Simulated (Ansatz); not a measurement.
System (SMILES): [SiH2] (SiH2) (closed-shell singlet).
Geometry (B3LYP-D3(BJ)/def2-TZVP, fixed):
```xyz
3

Si     0.0052     0.0009     0.1327
H     -0.0342     1.0849    -0.9366
H     -0.0389    -1.0973    -0.9218
```

How fast the dipole moment converges with the basis for several methods (Ansatz, a program for electronic structure): deviation from each method's own reference, in D. References: CCSD(T) 0.106 D, the value in aug-pcseg-3; HF 0.242 D, the value in aug-pcseg-3; MP2 0.135 D, the value in aug-pcseg-3; PBE 0.144 D, the value in aug-pcseg-3; PBE0 0.181 D, the value in aug-pcseg-3. Cartesian d functions, on some or all atoms, in 6-311G**; all else is spherical. In correlated methods cores are frozen. A restricted Hartree-Fock determinant is unstable towards unrestricted orbitals. No added dispersion term, no relativity. The reference of a correlated method is not its basis-set limit, which lies further on.

| basis | functions | CCSD(T) | HF | MP2 | PBE | PBE0 |
|---|---|---|---|---|---|---|
| cc-pV(D+d)Z | 33 | … | -0.026 | 0.023 | 0.124 | 0.088 |
| 6-311G** | 39 | … | -0.020 | -0.037 | 0.145 | 0.117 |
| def2-SVPD | 40 | … | 0.056 | 0.012 | 0.055 | 0.060 |
| def2-TZVP | 49 | … | -0.042 | 0.038 | 0.022 | 0.006 |
| aug-cc-pV(D+d)Z | 50 | … | 0.025 | -0.008 | 0.024 | 0.027 |
| pcseg-2 | 62 | … | -0.010 | -0.028 | 0.093 | 0.078 |
| def2-TZVPPD | 82 | … | 0.009 | 0.006 | 0.008 | 0.008 |
| aug-pcseg-2 | 96 | … | 0.016 | -0.002 | 0.025 | 0.025 |
| aug-cc-pV(T+d)Z | 101 | … | 0.007 | 0.004 | 0.010 | 0.009 |
| cc-pV(Q+d)Z | 124 | … | -0.007 | 0.015 | 0.011 | 0.007 |
| pcseg-3 | 130 | … | 0.001 | 0.003 | 0.022 | 0.016 |
| def2-QZVPPD | 142 | … | 0.004 | 0.015 | 0.001 | 0.001 |

Problem. What belongs in the gaps?

Solution. 
- cc-pV(D+d)Z, CCSD(T): -0.040
- 6-311G**, CCSD(T): -0.145
- def2-SVPD, CCSD(T): -0.051
- def2-TZVP, CCSD(T): 0.037
- aug-cc-pV(D+d)Z, CCSD(T): -0.065
- pcseg-2, CCSD(T): -0.092
- def2-TZVPPD, CCSD(T): 0.000
- aug-pcseg-2, CCSD(T): -0.025
- aug-cc-pV(T+d)Z, CCSD(T): 0.000
- cc-pV(Q+d)Z, CCSD(T): 0.017
- pcseg-3, CCSD(T): -0.002
- def2-QZVPPD, CCSD(T): 0.016

Mean absolute deviation over 6-311G**, def2-TZVP, pcseg-2, def2-TZVPPD, aug-pcseg-2, aug-cc-pV(T+d)Z: HF 0.017, MP2 0.019, PBE0 0.041, CCSD(T) 0.050, PBE 0.050 D.
